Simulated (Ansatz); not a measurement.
fcc Au was calculated with PBEsol (plane waves, PAW; Ansatz, a program for electronic structure).

Settings: plane-wave cutoff 500 eV, 20×20×1 k mesh (along the axes of the cell as run), Fermi–Dirac smearing 0.1 eV, scalar-relativistic PAW data made under PBE.

Task: Predict the surface energy of the (311) face and work function of the (311) face.

Result: 
- surface energy of the (311) face = 1.21 J/m²
- work function of the (311) face = 5.14 eV

The slab of 11 atoms is relaxed and unreconstructed.

Spin–orbit coupling is not included; it can shift volumes and moduli of such heavy elements.

Static lattice: no zero-point or thermal effects.
